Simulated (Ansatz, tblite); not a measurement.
# The cluster Be₂I₂+: rung by rung

An exercise on one series of results from a longer session: the logs are not shown, and one member is left open.

Computed with Ansatz 0.2.0, Gaussian basis. Level: as each input shows.

Plan: GFN1-xTB, GFN2-xTB, PBE-D4/def2-TZVP, r2SCAN-D4/def2-TZVP, CAM-B3LYP-D4/def2-TZVP, ωB97M-V/def2-TZVP, r2SCAN0-D4/def2-TZVP, LC-ωPBE/def2-TZVP, HF/def2-TZVP, PBE+5HF/def2-TZVP, PBE+10HF/def2-TZVP, PBE+15HF/def2-TZVP, PBE+35HF/def2-TZVP, PBE+50HF/def2-TZVP, PBE-D4/def2-SVP, PBE0-D4/def2-SVP, CCSD(T)/def2-TZVPP, MP2/def2-TZVP, RPA/def2-TZVP.

1 further run of the same task is left out (set aside as unsound or not needed).

## The structure

The geometry is that of the doublet, from an earlier relaxation (r2SCAN-D4/def2-TZVP). At that level it is the lowest of the isomers that a small search found.

4 atoms, charge 1, spin multiplicity 2.

Bond lengths: Be1–I3 2.394 Å, Be2–I3 2.294 Å, Be2–I4 2.109 Å. Angles: I3–Be2–I4 173.6°, Be1–I3–Be2 91.7°.

I takes a core potential in the def2 sets. No spin-orbit coupling is included. The ion is computed in the gas phase, without counter-ions or solvent.

PBE0-D4/def2-TZVP was run before; its log isn't repeated, and its numbers join the tables.

Set-up of the first run:

Tight binding, by tblite at 300 K electronic temperature and without a spin-polarisation term:

```python
tblite.interface.Calculator('GFN1-xTB', numbers, positions, charge=1, uhf=1).singlepoint()
```

Tight binding, by tblite at 300 K electronic temperature and without a spin-polarisation term:

```python
tblite.interface.Calculator('GFN2-xTB', numbers, positions, charge=1, uhf=1).singlepoint()
```

start.molden holds the orbitals of an earlier run on this state, given as this run's starting guess.

Contents of in.yaml:

```yaml
crystal:
  periodic: [false, false, false]
  atoms:
    - {symbol: Be, position_ang: [-1.766911, -1.690693, 0.026119]}
    - {symbol: Be, position_ang: [0.668549, 0.628319, -0.010260]}
    - {symbol: I, position_ang: [0.624197, -1.664252, -0.083318]}
    - {symbol: I, position_ang: [0.474165, 2.726625, 0.067459]}
basis:
  gaussian: {orbitals: def2-TZVP, initial_orbitals: start.molden}
total_charge: 1
magnetization: {spin_polarized: true, initial_magnetization: 1}
hamiltonian: {xc: pbe, dispersion: d4}
scf: {omitted_lower_state_checks: [starts]}
output: {orbitals: {seedname: orbitals}}
```

On the command line:

```bash
$ ansatz run in.yaml --threads 4 --pin off --events-out ev --progress --plain --max-ram 3916MiB
```

Steps of the session up to this table: PBE-D4/def2-TZVP; r2SCAN-D4/def2-TZVP; CAM-B3LYP-D4/def2-TZVP; ωB97M-V/def2-TZVP; r2SCAN0-D4/def2-TZVP; LC-ωPBE/def2-TZVP; HF/def2-TZVP; PBE+5HF/def2-TZVP; PBE+10HF/def2-TZVP; PBE+15HF/def2-TZVP; PBE+35HF/def2-TZVP; PBE+50HF/def2-TZVP; PBE-D4/def2-SVP; PBE0-D4/def2-SVP; CCSD(T)/def2-TZVPP; MP2/def2-TZVP; RPA/def2-TZVP.

One table of the session follows, with a row left open; its other results are not shown here.

It belongs to the step «Levels side by side». 

| level | HOMO (eV) | LUMO (eV) | gap (eV) |
| --- | --- | --- | --- |
| HF/def2-TZVP | -14.07 | -4.39 | 9.69 |
| PBE-D4/def2-SVP | -10.32 | -8.30 | 2.03 |
| PBE-D4/def2-TZVP | -10.34 | -8.29 | 2.04 |
| r2SCAN-D4/def2-TZVP | -10.63 | -7.90 | 2.73 |
| PBE0-D4/def2-SVP | -11.37 | -7.55 | 3.82 |
| PBE0-D4/def2-TZVP | -11.38 | -7.53 | 3.84 |
| r2SCAN0-D4/def2-TZVP | -11.56 | -7.34 | 4.22 |
| CAM-B3LYP-D4/def2-TZVP | -12.56 | -6.88 | 5.67 |
| LC-ωPBE/def2-TZVP | -13.97 | -5.60 | 8.37 |
| ωB97M-V/def2-TZVP | -13.01 | -6.13 | 6.88 |
| PBE+5HF/def2-TZVP | ? | ? | ? |
| PBE+10HF/def2-TZVP | -10.75 | -7.99 | 2.76 |
| PBE+15HF/def2-TZVP | -10.96 | -7.84 | 3.12 |
| PBE+35HF/def2-TZVP | -11.79 | -7.23 | 4.56 |
| PBE+50HF/def2-TZVP | -12.42 | -6.78 | 5.64 |

**Question.** Estimate the row for PBE+5HF/def2-TZVP.

**Answer.** HOMO (eV): -10.54; LUMO (eV): -8.14; gap (eV): 2.40. In the column «HOMO (eV)» it lies between r2SCAN-D4/def2-TZVP (-10.63) and PBE-D4/def2-TZVP (-10.34).
